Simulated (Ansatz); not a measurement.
# Rock-salt HfC

Calculation: PBE0 in Ansatz (PAW).

Run with plane-wave cutoff 460 eV, 10×10×10 k mesh, Fermi–Dirac smearing 0.05 eV, scalar-relativistic PAW data made under PBE.

Cell (relaxed at this level):

```cif
data_C4Hf4
_chemical_formula_sum 'Hf4 C4'
_space_group_name_H-M_alt 'Fm-3m'
_space_group_IT_number 225
_space_group_name_Hall '-F 4 2 3'
_cell_length_a 4.64215
_cell_length_b 4.64215
_cell_length_c 4.64215
_cell_angle_alpha 90.000
_cell_angle_beta 90.000
_cell_angle_gamma 90.000
loop_
_atom_site_label
_atom_site_type_symbol
_atom_site_symmetry_multiplicity
_atom_site_Wyckoff_symbol
_atom_site_fract_x
_atom_site_fract_y
_atom_site_fract_z
_atom_site_occupancy
Hf1 Hf 4 a 0.00000 0.00000 0.00000 1
C1 C 4 b 0.50000 0.50000 0.50000 1
```
(The calculation used a cell of 2 atoms; values per cell refer to that cell.)

For rock-salt HfC, the bulk modulus is 248 GPa and the pressure derivative B′ of the bulk modulus is 3.9.

Measured, for comparison: bulk modulus 242 GPa (room temperature, not corrected to a static lattice, our sources range from 242 to 286; as tabulated in Synthesis of Binary Transition Metal Nitrides, Carbides and Borides from the …). Computed (rounded) less measured: bulk modulus not scored (sources differ).

Spin–orbit coupling is not included.

The computed numbers hold no vibrational or temperature effects.

Ansatz is a quantum-chemistry and plane-wave program.
